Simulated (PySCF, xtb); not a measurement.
Homolysis of single bonds, series Ge Cl-H. All species are isolated molecules in the gas phase. Strings in code marks are SMILES.

Quantity: homolytic bond dissociation enthalpy at 298 K (no spin–orbit term), in kcal/mol. Enthalpy corrections at 298 K come from GFN2-xTB frequencies (xtb).

A: Cl–Ge bond of `[Cl][GeH]([Cl])[Cl]`, giving `[Cl]` and `[Cl][GeH][Cl]`
B: Cl–Ge bond of `[Cl][GeH3]`, giving `[Cl]` and `[GeH3]`
C: Cl–Ge bond of `[Cl][GeH2][Cl]`, giving `[Cl]` and `[Cl][GeH2]`
D: Cl–Ge bond of `[Cl][Ge]([Cl])([Cl])[Cl]`, giving `[Cl]` and `[Cl][Ge]([Cl])[Cl]`

Rank these by homolytic bond dissociation enthalpy at 298 K (no spin–orbit term) (lowest first), as M06-2X/6-31G* // B3LYP-D3(BJ)/def2-TZVP (PySCF) gives it.

D (87.2 kcal/mol), A (89.9 kcal/mol), C (92.2 kcal/mol), B (93.2 kcal/mol)
